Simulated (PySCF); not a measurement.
Spin-rotation constants: `InChI=1S/C5H5N/c1-2-5-3-4-6-5/h1H,3-4H2`

Geometry:
| atom | x (Å) | y (Å) | z (Å) |
| --- | --- | --- | --- |
| C1 | 2.875 | 0.325 | 0.544 |
| C2 | 1.723 | 0.037 | 0.353 |
| C3 | 0.366 | -0.238 | 0.143 |
| N4 | -0.233 | -1.337 | -0.174 |
| C5 | -1.546 | -0.677 | -0.163 |
| C6 | -0.846 | 0.647 | 0.218 |
| H7 | 3.887 | 0.552 | 0.705 |
| H8 | -2.030 | -0.698 | -1.138 |
| H9 | -2.215 | -1.095 | 0.589 |
| H10 | -1.080 | 1.043 | 1.204 |
| H11 | -0.895 | 1.444 | -0.522 |

Theory: PySCF 2.14.0, GIAO B97-2/aug-pcSseg-1 magnetisability, rotational g tensor and spin-rotation constants, non-relativistic, gas phase. Geometry: GFN2-xTB.

**Question.** Give the nuclear spin-rotation constants along the inertial axes (H = +C I·J) beside the isotropic shieldings.

**Answer.** Rotational constants 13.2601, 2.4542, 2.1267 GHz. A star marks the isotopologue with that one atom substituted, in its own axes.
| atom | isotope | Caa (kHz) | Cbb (kHz) | Ccc (kHz) | mean (kHz) | σ (ppm) |
| --- | --- | --- | --- | --- | --- | --- |
| N4 | 14N | 5.740 | 0.493 | 0.118 | 2.117 | -195.9 |
| H7 | 1H | 0.573 | -0.292 | -0.249 | 0.011 | 28.7 |
| H8 | 1H | -0.471 | -0.275 | -0.007 | -0.251 | 27.8 |
| H9 | 1H | -0.473 | -0.275 | -0.007 | -0.252 | 27.8 |
| H10 | 1H | -1.505 | -0.116 | -0.013 | -0.545 | 28.5 |
| H11 | 1H | -1.505 | -0.115 | -0.015 | -0.545 | 28.5 |
| C1 | 13C* | 1.786 | 0.756 | 0.662 | 1.068 | 93.6 |
| C2 | 13C* | -0.128 | 0.875 | 0.776 | 0.508 | 105.5 |
| C3 | 13C* | 7.583 | 1.017 | 0.396 | 2.999 | 5.5 |
| C5 | 13C* | 3.196 | 0.442 | 0.382 | 1.340 | 129.3 |
| C6 | 13C* | 1.904 | 0.497 | 0.397 | 0.933 | 144.2 |

For the geometry as given, no vibrational averaging.

**Question.** How do the rotational constants and the g tensor change when H7, H8, H9, H10, H11 are replaced by deuterium?

**Answer.** Constants 10.7200, 2.1253, 1.8570 GHz; g -0.1239, -0.0101, -0.0109, against -0.1525, -0.0117, -0.0123 before.
